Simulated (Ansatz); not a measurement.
H7NSi2, SMILES `[SiH3]N[SiH3]`. Charge 0, multiplicity 1.

```xyz
10

Si   -1.344   -0.661   -0.440
N     0.340   -0.284   -0.452
Si    1.224    0.766    0.593
H    -2.001    0.278    0.502
H    -1.615   -2.058    0.002
H    -1.933   -0.508   -1.798
H     0.894   -0.791   -1.129
H     0.236    1.520    1.403
H     2.063    1.713   -0.190
H     2.136    0.025    1.509
```

(1) What are the harmonic wavenumbers in cm⁻¹ at PBE0-D4/def2-TZVP (Ansatz, finite differences of forces, unscaled)? (Best estimate.)

(2) Is this a minimum?

(3) Give the ideal-gas thermochemistry at 298.15 K and 1 bar (rigid rotor, harmonic oscillator; point group Cs, symmetry number 1).

(4) And at 400, 500, 600, 800 and 1000 K?

Answers

(1) Ansatz gave: 28, 49, 215, 348, 611, 639, 705, 717, 827, 928, 935, 936, 961, 967, 993, 1006, 1214, 2199, 2202, 2210, 2217, 2239, 2249, 3598.

(2) Yes, all 24 modes are real.

(3) Zero-point energy 173.4 kJ/mol; H(298) − E = 192.6 kJ/mol; entropy 335.6 J/(mol·K), of which translation 163.1, rotation 103.8, vibration 68.8; G(298) − E = 92.5 kJ/mol. Modes under 100 cm⁻¹ are hindered rotations or soft bends, so the harmonic entropy is rough.

(4) 
| T (K) | H − E (kJ/mol) | S (J/mol/K) | G − E (kJ/mol) |
| --- | --- | --- | --- |
| 400 | 203.4 | 366.7 | 56.7 |
| 500 | 216.0 | 394.7 | 18.6 |
| 600 | 230.1 | 420.5 | -22.1 |
| 800 | 262.1 | 466.2 | -110.9 |
| 1000 | 297.6 | 505.8 | -208.2 |
